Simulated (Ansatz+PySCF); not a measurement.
# singlet H₂S: levels of theory in one basis

```xyz
3

S     0.0000    0.0000   -0.2080
H     0.0000    1.9430    1.6643
H     0.0000   -1.9430    1.6643
```

Basis set: 6-31G (spherical functions). Correlated methods keep 5 orbitals frozen. Charge 0, multiplicity 1.

Computed with Ansatz (development build ahead of 0.2.0) and PySCF 2.14.0; each method stands on the lowest determinant of its kind that the runs found.

| method | E − E(RHF) (eV) | <S²> of the determinant |
| --- | --- | --- |
| RHF | 0.00 | – |
| UHF | -5.20 | 1.88 |
| UHF-MP2 | -5.72 | 1.88 |
| RHF-CCSD | -6.25 | – |
| RHF-CCSD(T) | -6.49 | – |
| UHF-CCSD(T) | -6.11 | 1.88 |
| full CI (lowest root of this spin) | -6.23 | – |

Task: What does RHF-MP2 give on the same scale?

Result: -3.89 eV.

At such a shape the full CI root can have another spatial symmetry than the determinants, so the rows needn't describe one state.

Task: Is a single determinant a sound starting point here?

Result: It is doubtful. Unrestricted orbitals lower Hartree–Fock by 5.20 eV and <S²> is 1.88 where a pure state has 0.00, a sign of strong static correlation.

Caution for RHF, RHF-MP2, RHF-CCSD, RHF-CCSD(T): an unrestricted determinant lies well below. Caution for UHF, UHF-MP2, UHF-CCSD(T): the unrestricted determinant is a mixture of spin states. Caution for RHF-MP2, UHF-MP2, RHF-CCSD, RHF-CCSD(T), UHF-CCSD(T): large amplitudes, a single reference is doubtful. Caution for UHF-MP2, UHF-CCSD(T): a plain start can end on a higher determinant. Caution for RHF-CCSD(T), UHF-CCSD(T): the program doubts this total.
